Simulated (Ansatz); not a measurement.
Species, as SMILES: [SH] (SH), doublet.
Atoms: S1, H2. Bonds: S1-H2.

Basis-set convergence of the highest harmonic wavenumber at B3LYP with Ansatz (an electronic-structure program). Each level at its own minimum, finite differences of forces, unscaled; the reference is a large set that could be run, not a limit. All functions are spherical. The program fits the integrals of some runs and decomposes those of others, by size. Core-valence sets carry the plain set on hydrogen. Open shells are unrestricted. No added dispersion term, no relativity. Reference: the value in aug-pcseg-3, 2666 cm⁻¹. Deviations are taken from unrounded values.

```csv
basis,functions,highest harmonic wavenumber (cm⁻¹),minus reference (cm⁻¹)
3-21G,15,2431,-236
cc-pV(D+d)Z,28,2656,-11
aug-pcseg-1,36,2663,-4
aug-cc-pV(D+d)Z,41,2658,-9
cc-pV(T+d)Z,53,2665,-1
jun-cc-pV(T+d)Z,62,2668,2
cc-pCVTZ,73,2662,-5
pcseg-3,97,2666,0
aug-cc-pV(Q+d)Z,135,2667,0
```

The smallest set listed that lies within 50 cm⁻¹ of the reference with all its larger relatives (same family, alike in diffuse functions; a set with none counts only in the reference's own line) is cc-pV(D+d)Z (28 functions, -11 cm⁻¹ off). Inside, with no larger relative to test it: cc-pCVTZ, pcseg-3. (Relatives not listed, tested too: aug-pcseg-2 -6, aug-cc-pV(T+d)Z 1, cc-pV(Q+d)Z 0, aug-pcseg-3 0 cm⁻¹.)
